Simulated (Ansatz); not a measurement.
We consider fcc Cu, described by r²SCANh in Ansatz (plane waves, PAW).

Output (set-up and result lines):

```
WARN output.stress: scf.exx.energy_threshold = 1e-6 eV is looser than the 1e-8 eV advised for a stress under a hybrid functional (1e-8 eV for each atom of the …
Crystal: 1 atoms, lattice volume = 11.504 Å³
Basis set: ecut = 520 eV, 331 PW (Γ), exchange–correlation on 60×60×60 points (27 copies of the dense FFT grid, shifted against one another)
Bands: 14, of which v1, the nominal top of the filled ones, is band 10 counted from 1 (9 counted from 0)
Symmetry: 48 space group operations
Space group: Fm-3m (ITA 225), of the structure as read, at distance tolerance 2.3e-5 Å
k-points: 145 of 4096
Functional: x = r2scan, c = r2scan; τ floored in thin density (d = 2e-4 eV/Å³), warm-up for x = 0.9 r2scan + 0.1 exact, c = r2scan; τ floored in thin density (d = 2e-4 eV/Å³)
SCF iter   1: F=—  HF=-6631.257914 eV  |F-HF|=—  |Δ(HF+E_count)|=         —  Δρ=4.06e-2  dr2=1.04e-1  dr2_τ=7.70e-4
SCF iter   2: F=—  HF=-6631.269690 eV  |F-HF|=—  |Δ(HF+E_count)|=   1.18e-2  Δρ=3.94e-2  dr2=9.57e-2  dr2_τ=1.13e-3
  ...
SCF 1 converged in 11 iterations: F = -6631.239292 eV  dr2 = 2.44e-12
Crystal: 1 atoms, lattice volume = 11.504 Å³
Initial density: handed on by an earlier stage of this run
Functional: x = 0.9 r2scan + 0.1 exact, c = r2scan; τ floored in thin density (d = 2e-4 eV/Å³)
Crystal: 1 atoms, lattice volume = 11.504 Å³
SCF iter   5: F=—  HF=-6630.316905 eV  |F-HF|=—  |Δ(HF+E_count)|=  1.13e-10  Δρ=1.42e-6  dr2=1.30e-10  dr2_τ=1.23e-12
SCF iter   6: F=-6630.316905 eV  HF=-6630.316905 eV  |F-HF|=1.36e-11  |Δ(HF+E_count)|=  2.09e-11  Δρ=4.83e-7  dr2=1.40e-11  dr2_τ=2.99e-13
SCF 3 converged in 6 iterations: F = -6630.316905 eV  dr2 = 1.40e-11
Free energy (F): -6630.316905 eV
Internal energy: -6630.315194 eV  (E = F + TS)
E sigma→0 (E₀):  -6630.316050 eV
Fermi energy:    16.919353 eV
--- Stress (GPa, compression-positive) ---
       -0.000373      -0.000000      -0.000000
        0.000000      -0.000373      -0.000000
       -0.000000      -0.000000      -0.000373
  P = ⅓ Tr σ = -0.0004 GPa (-0.004 kbar)
```

Write an input file that could have produced this run (the log leaves some choices open).

One answer among several that fit: 
Ansatz 0.2 input:
```yaml
crystal:
  lattice:
    - [0.0, 1.7917188939, 1.7917188939]
    - [1.7917188939, 0.0, 1.7917188939]
    - [1.7917188939, 1.7917188939, 0.0]
  atoms:
    - { symbol: Cu, position: [0.0, 0.0, 0.0] }
basis:
  ecutwfc: 520
  ecutrho_ratio: 4
  xc_grid: 3
kpoints:
  mp_grid: { grid: [16, 16, 16] }
hamiltonian:
  xc: r2scanh
  dispersion: none
  pseudopotentials: { kind: paw }
scf:
  occupations: { method: fermi_dirac, width: 0.05 }
  convergence: { dr2_threshold: 0.0000000001 }
output:
  forces: false
  stress: true
  eigenvalues: true
```

The PAW data were made under PBE.

Note: the run warned that the count of filled bands differs between k points.

Cost on a shared machine: around 6 core-minutes (rough).

Ansatz is a program for electronic structure.
